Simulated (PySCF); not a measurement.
ClF, SMILES FCl, point group C∞v.

Level: PBE0/pcSseg-2 in PySCF (density fitting, grid level 2); geometry and Hessian at that level, cubic constants and property derivatives from steps of ±0.6 along each species' dimensionless normal coordinates, second-order vibrational perturbation theory. The parent has the commonest isotopes.

Equilibrium geometry (Å):

| atom | x | y | z |
| --- | --- | --- | --- |
| F1 | 0.8166 | -0.0112 | -0.0119 |
| Cl2 | -0.8055 | 0.0162 | -0.0447 |

Species: parent. Output of the displacement run:

```
mode    cm-1    km/mol   phi_rrr   E(+)/cm-1  E(-)/cm-1
  1    827.97    32.58     255.7     158.59     140.16
```

For the shielding of F1 (σe = 675.84 ppm):

```json
{"mode": "1", "ω (cm⁻¹)": "828", "Σr φrrs (cm⁻¹)": "256", "∂σ/∂q": "38.117", "∂²σ/∂q²": "-9.715"}
```

**Question.** Work out the zero-point average of this shielding.

**Answer.** With ⟨qs⟩ = −Σr φrrs/(4ωs) and ⟨qs²⟩ = 1/2: the mean displacements are -0.077. The anharmonic term Σ (∂σ/∂q)⟨q⟩ is -2.94 ppm, the harmonic term ¼ Σ ∂²σ/∂q² is -2.43 ppm, so ⟨σ⟩ = 670.46 ppm.
